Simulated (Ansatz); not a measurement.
A nudged elastic band was laid between two geometries of CH7BS (10 atoms, charge 0, multiplicity 1).

Method: RKS B3LYP/def2-SVPD in Ansatz 0.2.0.

- movable images: 7
- climbing image: yes
- spring: 5.0 eV/Å²
- optimiser: quadratic models (default)
- start path: through a guess of the saddle point
- force threshold: 0.03 eV/Å
- iteration limit: 60
- end points: relaxed

Image 0:

```xyz
10
Properties=species:S:1:pos:R:3
B -0.069 -0.203 0.404
C 0.161 0.371 1.878
H -0.657 0.150 2.585
H 1.110 0.058 2.345
H 0.207 1.471 1.798
H 0.867 -0.137 -0.370
H -1.160 -0.043 -0.101
S -0.031 -2.355 0.639
H -0.486 -2.741 -0.577
H -1.219 -2.611 1.241
```

Image 8:

```xyz
10
Properties=species:S:1:pos:R:3
B -0.031 -0.897 -0.934
C 0.011 0.226 2.872
H -0.976 0.356 3.337
H 0.795 0.445 3.609
H 0.107 0.914 2.021
H 1.025 -0.340 -1.041
H -1.071 -0.310 -0.852
S 0.033 -2.677 -0.907
H -1.288 -2.948 -0.784
H 0.118 -0.809 2.521
```

Task: Which bonds break or form, and what moves?

Result: Bonds broken: B1–C2, S8–H10. Bonds formed: C2–H10. CH7BS becomes BH3S + CH4.

Task: Give the energies along the band, and the barrier.

Result: It converged. The highest image is number 3 of 0 to 8, 96.4 kJ/mol above the first end and 169.2 kJ/mol above the last; the last end lies 72.9 kJ/mol below the first. A vibrational analysis at the climbing image gives one clearly imaginary mode, 1023i cm⁻¹: a first-order saddle point. The orbitals stay closed-shell, which can raise the energy where a bond breaks towards radicals; this wasn't checked here.

```csv
image,path coordinate (Å),energy (kJ/mol),B1–C2 (Å),S8–H10 (Å),C2–H10 (Å)
0,0.00,0.0,1.60,1.36,3.35
1,1.10,3.8,1.60,1.35,2.97
2,2.19,13.7,1.60,1.35,2.43
3,3.29,96.4,1.75,1.64,1.47
4,4.02,2.4,2.29,2.22,1.13
5,4.74,-50.4,2.81,2.61,1.10
6,5.47,-68.3,3.25,3.02,1.10
7,6.20,-72.3,3.63,3.46,1.10
8,6.92,-72.9,3.97,3.91,1.10
```

Task: What is the geometry of the highest image?

Result: 
```xyz
10
Properties=species:S:1:pos:R:3
B -0.001 -0.354 0.206
C -0.047 0.034 1.907
H -0.939 -0.255 2.482
H 0.859 -0.163 2.498
H -0.106 1.119 1.734
H 1.062 -0.002 -0.228
H -1.033 -0.017 -0.306
S 0.113 -2.435 0.093
H -1.210 -2.699 0.213
H 0.024 -1.270 1.243
```

Task: What are the harmonic wavenumbers there?

Result: 1023i, 170, 298, 349, 454, 518, 718, 736, 881, 917, 1004, 1050, 1081, 1154, 1268, 1441, 1447, 1750, 2571, 2664, 2675, 3029, 3113, 3130 cm⁻¹.

Time of the run: 89 s on 4 threads of Intel(R) Xeon(R) 6975P-C (Granite Rapids) (shared host), peak memory 0.28 GiB.
